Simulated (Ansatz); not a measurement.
Reaction (atomization): `C=C(O)C#N` → 3 C• + 3 H• + N• + O•

Calculated with Ansatz (gas phase, PBE0-D4/def2-TZVP geometries, no zero-point term in ΔE). CCSD(T)/CBS adds triple-zeta CCSD(T) − MP2 to the extrapolated MP2 energy (def2 sets, frozen cores). This one scheme is used for every species, atoms too. DFT in def2-TZVPP. Open shells (•) are unrestricted, without spin–orbit coupling. Spin–orbit coupling would lower the free atoms: a little for C, O. One conformer a species, not always the lowest.

```tsv
level	ΔE (kcal/mol)
PBE-D4	903.8
BHLYP-D4	820.2
r2SCAN	863.8
SCS-MP2/def2-TZVPP	855.4
```

Task: What does CCSD(T)/CBS give? (Estimate.)

Result: Computed: +860.3 kcal/mol. The listed levels differ from it by 43.5, -40.1, 3.5, -4.9 kcal/mol.

Largest T1 diagnostic among the species: 0.014.

From r2SCAN to r2SCAN0 (25 % exact exchange), in def2-TZVPP and without D4, ΔE moves by −25.4 kcal/mol: exact exchange takes away binding that semilocal exchange gives to molecules. At CCSD(T), def2-SVP lies −42.7 kcal/mol from the extrapolated value and def2-TZVPP −25.2 kcal/mol: correlation converges slowly with the basis, and small sets miss more of it in the bonded molecule than in its fragments. The D4 term adds +5.1 kcal/mol with B3LYP and +2.7 kcal/mol with PBE0; it sums over pairs of atoms, weighted by their polarisabilities, and B3LYP, whose exchange is more repulsive, gets the larger term.

B3LYP here is the variant with VWN-RPA as its local correlation; programs differ in this.

For atomizations the MP2-based limit and the directly extrapolated one differ by several kJ/mol either way, and by 10 to 25 for some Ge, Se and Sn compounds, so smaller differences from it don't rank the levels.
